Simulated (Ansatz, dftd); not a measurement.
Reaction: C3H8 (SMILES CCC) → C2H5 (SMILES [CH2]C, doublet) + CH3 (SMILES [CH3], doublet) (the C-C bond breaks)
Each species at its own B3LYP-D3(BJ)/def2-TZVP minimum (Ansatz, a program for electronic structure).

Wanted: bond dissociation energy (electronic), in kJ/mol. UHF or UKS for unpaired electrons; spin-orbit terms are left out. Cores are frozen in correlated methods. Rows without X2C or -DK are non-relativistic. CBS(X,Y): correlation extrapolated as X^-3, Hartree-Fock from the larger set. A bracket is a step between two methods taken in the basis named. The functionals are non-relativistic, so their misses hold any scalar relativity. Double hybrids freeze cores in their MP2 part. 'core' is core correlation in cc-pwCVTZ, 'X2C' scalar relativity in cc-pVTZ-DK, both at CCSD(T).

```tsv
level	program	bond dissociation energy (kJ/mol)	difference against the last row
CAM-B3LYP-D3(BJ)/def2-TZVPD	Ansatz + dftd3	385.3	-16.8
CAM-B3LYP/def2-TZVPD	Ansatz	380.7	-21.4
wB97X-V/def2-TZVPD	Ansatz	403.9	1.8
B2PLYP-D3(BJ)/def2-TZVPD	Ansatz + dftd3	388.1	-14.0
CCSDT(Q)/cc-pVDZ	Ansatz	391.1	-11.0
CCSD(T)/CBS(cc-pVTZ,cc-pVQZ) + [CCSDT(Q) - CCSD(T)]/cc-pVDZ + core + X2C	Ansatz	402.1	0.0
```
